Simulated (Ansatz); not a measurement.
# C₂H₄F+ (SMILES C[CH+]F): single points off equilibrium

The atoms stand at a structure displaced at random from a GFN2-xTB minimum. How far do the functionals agree with CCSD(T) there?

Computed with Ansatz 0.2.0, Gaussian basis. Level: single points in def2-TZVPP.

Cores are frozen in the correlated methods.

### 1 Where the work starts

SMILES `C[CH+]F`, 7 atoms, charge 1, spin multiplicity 1.

Atoms are counted from 1 here; the program's logs count them from 0.

Bond lengths: C1–C2 1.381 Å, C1–H4 1.124 Å, C1–H5 1.110 Å, C1–H6 1.117 Å, C2–F3 1.273 Å, C2–H7 1.102 Å. Angles: C2–C1–H4 109.8°, C2–C1–H5 115.0°, C2–C1–H6 110.1°, H4–C1–H5 110.2°, H4–C1–H6 98.7°, H5–C1–H6 111.8°, C1–C2–F3 121.4°, C1–C2–H7 123.9°, F3–C2–H7 114.7°.

Coordinates:

```
C    -0.3613    0.4133   -0.2332
C     0.4881   -0.5374    0.2989
F     1.6113   -0.7986   -0.2395
H    -0.6341    1.1652    0.5560
H     0.0205    0.9289   -1.1388
H    -1.3733   -0.0276   -0.4022
H     0.2624   -1.1268    1.2026
```

### 2 CCSD(T)/def2-TZVPP

File run/in.yaml:

```yaml
crystal:
  periodic: [false, false, false]
  atoms:
    - {symbol: C, position_ang: [-0.361300, 0.413300, -0.233200]}
    - {symbol: C, position_ang: [0.488100, -0.537400, 0.298900]}
    - {symbol: F, position_ang: [1.611300, -0.798600, -0.239500]}
    - {symbol: H, position_ang: [-0.634100, 1.165200, 0.556000]}
    - {symbol: H, position_ang: [0.020500, 0.928900, -1.138800]}
    - {symbol: H, position_ang: [-1.373300, -0.027600, -0.402200]}
    - {symbol: H, position_ang: [0.262400, -1.126800, 1.202600]}
basis:
  gaussian: {orbitals: def2-TZVPP}
total_charge: 1
correlation: {method: ccsd_t}
output: {forces: true}
```

No record of the launch command was kept for these runs.

### 3 PBE0-D4/def2-TZVPP

Changes to run/in.yaml since step 2:

```diff
@@ -13,3 +13,3 @@
 total_charge: 1
-correlation: {method: ccsd_t}
-output: {forces: true}
+hamiltonian: {xc: pbe0, dispersion: d4}
+output: {forces: true, orbitals: {seedname: orbitals}}
```

### 4 wB97M-V/def2-TZVPP

Changes to run/in.yaml since step 3:

```diff
@@ -13,3 +13,3 @@
 total_charge: 1
-hamiltonian: {xc: pbe0, dispersion: d4}
-output: {forces: true, orbitals: {seedname: orbitals}}
+hamiltonian: {xc: {name: wB97M-V}}
+output: {forces: true}
```

### 5 r2SCAN-D4/def2-TZVPP

Changes to run/in.yaml since step 4:

```diff
@@ -13,3 +13,3 @@
 total_charge: 1
-hamiltonian: {xc: {name: wB97M-V}}
+hamiltonian: {xc: r2scan, dispersion: d4}
 output: {forces: true}
```

### 6 PBE-D4/def2-TZVPP

Changes to run/in.yaml since step 5:

```diff
@@ -13,3 +13,3 @@
 total_charge: 1
-hamiltonian: {xc: r2scan, dispersion: d4}
+hamiltonian: {xc: pbe, dispersion: d4}
 output: {forces: true}
```

### 7 B97M-V/def2-TZVPP

Changes to run/in.yaml since step 6:

```diff
@@ -13,3 +13,3 @@
 total_charge: 1
-hamiltonian: {xc: pbe, dispersion: d4}
+hamiltonian: {xc: {name: B97M-V}}
 output: {forces: true}
```

### 8 BLYP-D4/def2-TZVPP

Changes to run/in.yaml since step 7:

```diff
@@ -13,3 +13,3 @@
 total_charge: 1
-hamiltonian: {xc: {name: B97M-V}}
+hamiltonian: {xc: {name: BLYP}, dispersion: d4}
 output: {forces: true}
```

(Steps that only read results are left out.)

Q: Predict the outcome of this session. Wanted: energy less free atoms, CCSD(T)/def2-TZVPP; RMS force component; RMS force error; HOMO and LUMO, PBE0-D4; T1 diagnostic.

The runs gave:

| quantity | value |
| --- | --- |
| energy less free atoms, CCSD(T)/def2-TZVPP | -417.4 kcal/mol |
| RMS force component | 0.589 to 0.908 eV/Å over the methods |
| RMS force error | PBE0-D4 0.215, wB97M-V 0.131, r2SCAN-D4 0.253, PBE-D4 0.382, B97M-V 0.223, BLYP-D4 0.404 eV/Å |
| HOMO and LUMO, PBE0-D4 | -18.25 and -10.06 eV |
| T1 diagnostic | 0.017 |

Against CCSD(T) the functionals' energies less atoms differ by -35.7 to -18.9 kcal/mol, PBE-D4 by -35.7 kcal/mol. CCSD(T) in triple zeta still lacks some correlation energy of the bonds, so part of these gaps is its own basis error and they don't rank the functionals. For forces wB97M-V does best and BLYP-D4 worst.
